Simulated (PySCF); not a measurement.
**BF (SMILES [B]F): BHLYP/def2-TZVPPD**

Aim: the vertical electron affinity of BF at BHLYP/def2-TZVPPD, from 2 runs. 

Program for the calculation: PySCF 2.14.0.

5 further runs of the same task are left out: 5 set aside as unsound or not needed.

## Step 1: The structure to begin with

BF: 2 atoms, total charge 0, spin state singlet. SMILES: `[B]F`. The coordinates come from a GFN2-xTB relaxation.

Bond lengths: B1–F2 1.244 Å.

## Step 2: The energy at BHLYP/def2-TZVPPD

Input file run.py:

```python
from pyscf import gto, dft

mol = gto.M(
    atom='B 0.000000 0.000000 0.000000; F 0.000000 0.000000 1.244390',
    basis='def2-tzvppd',
    verbose=3,
    max_memory=1860,
)

ks = dft.RKS(mol, xc='bhandhlyp')
ks.conv_tol = 1e-10
ks.grids.level = 5
ks.kernel()
if not ks.converged:
    ks = ks.newton().run(ks.mo_coeff, ks.mo_occ)

e_final = ks.e_tot
print('E(%s) = %.9f' % ('BHLYP', e_final))
```

Command:

```bash
$ OMP_NUM_THREADS=1 python run.py
```

Standard output:

```text
converged SCF energy = -124.67152031937
E(BHLYP) = -124.671520319
```

Run time: 3.9 s. Hardware: 1 thread of Arm Neoverse V2, shared host; peak memory 0.35 GiB.

## Step 3: The doublet anion at the same level

Input file job.py:

```python
from pyscf import gto, dft

molecule = gto.Mole()
molecule.atom = 'B 0.000000 0.000000 0.000000; F 0.000000 0.000000 1.244390'
molecule.verbose = 4
molecule.basis = 'def2-tzvppd'
molecule.spin = 1
molecule.max_memory = 1860
molecule.charge = -1
molecule.build()

myscf = dft.UKS(molecule, xc='bhandhlyp')
myscf.conv_tol = 1e-10
myscf.grids.level = 5
myscf.kernel()
if not myscf.converged:
    myscf = myscf.newton().run(myscf.mo_coeff, myscf.mo_occ)

energy = myscf.e_tot
print('E(%s) = %.9f' % ('BHLYP', energy))
```

Command:

```bash
$ OMP_NUM_THREADS=1 python job.py
```

Standard output:

```text
PySCF version 2.14.0

[INPUT] num. atoms = 2
[INPUT] num. electrons = 15
[INPUT] charge = -1
[INPUT] spin (= nelec alpha-beta = 2S) = 1
[INPUT] symmetry False subgroup None
[INPUT] Mole.unit = angstrom
[INPUT] Symbol           X                Y                Z      unit          X                Y                Z       unit  Magmom
[INPUT]  1 B      0.000000000000   0.000000000000   0.000000000000 AA    0.000000000000   0.000000000000   0.000000000000 Bohr   0.0
[INPUT]  2 F      0.000000000000   0.000000000000   1.244390000000 AA    0.000000000000   0.000000000000   2.351556292148 Bohr   0.0

nuclear repulsion = 19.1362631421017
number of shells = 27
number of NR pGTOs = 107
number of NR cGTOs = 77
basis = def2-tzvppd
ecp = {}

[... 32 lines left out ...]
[... the frontier-level lines of each cycle are left out ...]
[... 3 lines left out ...]
[... 46 lines left out ...]
converged SCF energy = -124.624251557147  <S^2> = 0.75594238  2S+1 = 2.0059336
E(BHLYP) = -124.624251557
```

It took 8.1 s on 1 thread of Arm Neoverse V2, shared host; peak memory 0.36 GiB.

## Step 4: Summary of results

Level: BHLYP/def2-TZVPPD.

| quantity | value |
| --- | --- |
| singlet BF: total energy | -124.67152 Eh |
| singlet BF: dipole moment | 0.99 D |
| singlet BF: HOMO energy | -9.16 eV |
| singlet BF: LUMO energy | 0.03 eV |
| singlet BF: HOMO–LUMO gap | 9.19 eV |
| doublet anion: total energy | -124.62425 Eh |
| doublet anion: HOMO energy (highest over α and β) | 2.49 eV |
| doublet anion: LUMO energy (lowest over α and β) | 4.71 eV |
| doublet anion: ⟨S²⟩ | 0.756 |
| vertical electron affinity (to the doublet anion) | -1.286 eV |

The anion lies 1.29 eV (124 kJ/mol) above the neutral: the electron isn't bound at this level, and such a value depends on the basis. The HOMO (doublet anion) lies at positive energy, 2.49 eV; only total energies tell whether the electron is bound.
